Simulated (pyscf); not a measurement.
PySCF, gas phase, ωB97X-D3(BJ)/def2-SVP geometries.

Task: `[NH2][BH][NH2]` + `[BH2][NH2]` -> `[NH2][B]([NH2])[NH2]` + `[BH3]`
Surface: singlet. Broken: B–H, B–N. Formed: B–N, B–H. Give ΔE‡ and ΔE from ωB97M-D3(BJ)/def2-TZVP, relative to the separated reactants.

Result: ΔE‡ = 0.69 eV, ΔE = +0.97 eV. Zero-point energy shifts the barrier by +0.05 eV. It is a four-centre exchange, with an imaginary mode of 336i cm⁻¹. On the product side the descent ends in an adduct with a B–N contact (not fully relaxed), 1.26 eV under the separated species and 1.00 eV under the saddle at ωB97X-D3(BJ)/def2-TZVP. At ωB97M-D3(BJ) the saddle lies under the separated products, which points to a path from their complex (located at ωB97X-D3(BJ) alone), and parting the products costs more than the saddle. What is counted as broken (B–N) persists as a longer contact in the product adduct; parting that adduct is a step of its own. The reactants may also form a dative adduct at H₂N–BH–NH₂; it and routes through it were not searched. One saddle was located; it need not be the lowest between these sides.
